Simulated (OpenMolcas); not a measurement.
## Worked example: vertical ionisation energy of CH4N2S (thiourea)

The species is CH4N2S (8 atoms), meant as a singlet with charge 0. As SMILES, `NC(N)=S`. Geometry: relaxed at PBE0-D4/def2-TZVP. This is one conformer, not always the lowest.

Both states at this one shape; open shells run unrestricted unless said. 1 Eh = 27.2114 eV.

```
           level     program  singlet CH4N2S (Eh)  doublet CH4N2S+ (Eh)  HOMO of the first (eV)
 SVWN5/def2-SVPD  OpenMolcas          -545.404119           -545.087100                   -5.07
r2SCAN/def2-SVPD  OpenMolcas          -547.900493           -547.592441                   -5.17
M06-2X/def2-SVPD  OpenMolcas          -547.924809           -547.612683                   -7.31
  PBE0/def2-SVPD  OpenMolcas          -547.702995           -547.394495                   -6.14
```

Q: Work out the vertical ionisation energy at each level.

A: 
1. SVWN5/def2-SVPD: -545.087100 − (-545.404119) = 0.317019 Eh = 8.63 eV; −ε(HOMO) = 5.07 eV.
2. r2SCAN/def2-SVPD: -547.592441 − (-547.900493) = 0.308052 Eh = 8.38 eV; −ε(HOMO) = 5.17 eV.
3. M06-2X/def2-SVPD: -547.612683 − (-547.924809) = 0.312126 Eh = 8.49 eV; −ε(HOMO) = 7.31 eV.
4. PBE0/def2-SVPD: -547.394495 − (-547.702995) = 0.308500 Eh = 8.39 eV; −ε(HOMO) = 6.14 eV.

No measured value is set beside it here; the levels span 8.38 to 8.63 eV. In semi-local functionals −ε(HOMO) lies far under the ionisation energy, a result of self-interaction, while the difference of totals does much better.
